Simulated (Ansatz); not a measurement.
Species: CH$_{3}$S, charge 0, doublet. CH3S (SMILES [CH2]S, doublet).
B3LYP-D3(BJ)/def2-TZVP minimum from Ansatz (an electronic-structure program):
```
C
H 1 1.0766
H 1 1.0777 2 121.19
S 1 1.7159 2 121.95 3 -180.00
H 4 1.3430 1 98.20 2 0.00
```
Charge 0, spin multiplicity 2.

Hartree-Fock and MP2 correlation energies in hartree (Ansatz). Open shells are spin-unrestricted; no spin-orbit coupling. Correlated methods leave the cores frozen. No relativity.

| basis | X | E(HF) | E(corr, MP2) |
|---|---|---|---|
| cc-pV(T+d)Z | 3 | -437.13154 | -0.32850 |
| cc-pV(Q+d)Z | 4 | -437.13813 | -0.35386 |
| cc-pV(5+d)Z | 5 | -437.13958 | withheld |

Problem. Fit E(corr) = E∞ + A/X³ to X = 3 and 4, predict X = 5, and compare with the run.

Solution. A = (-0.32850 - (-0.35386))/(1/27 - 1/64) = 1.1844; E∞ = -0.35386 - A/64 = -0.37237; at X = 5, E∞ + A/125 = -0.36289. The run gave -0.36429, 1.40 mEh below the prediction. The same form on X = 4 and 5 gives E∞ = -0.37523, 2.87 mEh below the first estimate.
